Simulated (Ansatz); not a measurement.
in.yaml

```yaml
crystal:
  periodic: [false, false, false]
  atoms:
    - {symbol: C, position_ang: [0.139933, -0.005882, 1.564023]}
    - {symbol: As, position_ang: [-0.024941, 0.002492, -0.220505]}
    - {symbol: H, position_ang: [0.051679, 1.173233, -1.132395]}
    - {symbol: H, position_ang: [0.134788, -1.288367, -1.114181]}
basis:
  gaussian: {orbitals: STO-3G}
magnetization: {spin_polarized: false, initial_magnetization: 1}
correlation: {active_space: {window: {electrons: 11, orbitals: 8}, fixed_orbitals: true}}
accuracy: high
output: {forces: true}
```

```sh
$ ansatz run in.yaml --threads 1 --pin off --events-out ev --progress --plain --max-ram 2393MiB
```

(1) Roughly how long does this take on 1 thread of AMD EPYC, shared host, and how much host memory?

```
355 factors; integrals over basis functions are off by at most 4.1e-8 eV
mean field evaluation 1: about -61160.0629 eV, gradient 9.7e0 eV
mean field evaluation 2: about -61160.0920 eV, gradient 9.7e0 eV
mean field evaluation 4: about -61160.8967 eV, gradient 1.5e0 eV
mean field evaluation 8: about -61160.9286 eV, gradient 1.5e-2 eV
mean field -61160.92857169 eV, -2247.6226686433 hartree, gradient 8.4e-8 eV, S^2 0.750000; 0 other end points of the search recorded, 0 dependent functions left out
reference -61160.92857169 eV, -2247.6226686433 hartree; 21, 20 occupied and 4, 5 virtual orbitals, 355 factors
state -61162.30606776 eV, -2247.6732906903 hartree
the calculation of the forces begins
Total energy: -61162.30606776 eV, -2247.6732906903 hartree
Atom 0 at     0.139933    -0.005882     1.564023 Å, force     0.141877     0.217816     1.558261 eV/Å
Atom 1 at    -0.024941     0.002492    -0.220505 Å, force     0.109500    -1.420796    -3.270655 eV/Å
Atom 2 at     0.051679     1.173233    -1.132395 Å, force    -0.001888    -1.090070     0.632510 eV/Å
Atom 3 at     0.134788    -1.288367    -1.114181 Å, force    -0.249490     2.293050     1.079884 eV/Å
Dipole moment:     0.023648     0.032176    -0.538286 e Å
```

Forces (eV/Å):
```
C    0.142  0.218  1.558
As   0.109 -1.421 -3.271
H   -0.002 -1.090  0.633
H   -0.249  2.293  1.080
```

Results:

(1) 1.8 s wall and 0.09 GiB.
